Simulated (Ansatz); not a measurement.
Ideal-gas functions of `N=CN=C(F)S` at 400 K and 1 bar, from an Ansatz frequency run at PBE0-D4/def2-TZVP.

Molar mass 106.12 g/mol, point group Cs (symmetry number 1), electronic degeneracy 1, moments of inertia 64.512, 326.809, 391.32 u Å². Harmonic wavenumbers (cm⁻¹, unscaled): 65, 178, 179, 331, 351, 465, 519, 645, 859, 901, 936, 1062, 1112, 1167, 1256, 1424, 1701, 1759, 2730, 3131, 3467.

Use S(trans) = R[1.5 ln M + 2.5 ln T − 1.1517]; rotational temperatures θ = 24.2544 K / I; S(rot) = R[ln(√π/σ · √(T³/θAθBθC)) + 1.5]; for each mode x = 1.438777 ν̃/T, S = R[x/(eˣ − 1) − ln(1 − e⁻ˣ)] and H = RT x/(eˣ − 1); 1 cm⁻¹ = 0.0119627 kJ/mol; R = 8.31446 J/(mol·K).

By hand: the entropy, in J/(mol·K).

Translation 173.1. Rotation: θ = 0.376, 0.0742, 0.062 K, giving 118.4. Vibration, mode by mode: 20.42, 12.16, 12.12, 7.34, 6.91, 4.94, 4.24, 2.96, 1.61, 1.43, 1.29, 0.90, 0.77, 0.66, 0.51, 0.31, 0.13, 0.11, 0.00, 0.00, 0.00, in all 78.8. Electronic 0.0. Sum 370.3 J/(mol·K).

By hand: H − E and G − E in kJ/mol, counted from the electronic energy.

Zero-point energy ½ × 24238 × 0.0119627 = 145.0; thermal vibration 16.8; translation, rotation and pV give 4 RT = 13.3. H − E = 175.1 kJ/mol, and G − E = 175.1 − 400 × 370.3/1000 = 27.0 kJ/mol.

Vibration gives 21 % of the entropy, 20.4 J/(mol·K) of it from the mode under 150 cm⁻¹: soft modes count most, and the harmonic formula is weakest for them. The sum counts one conformer and one mirror image; others add a mixing term.
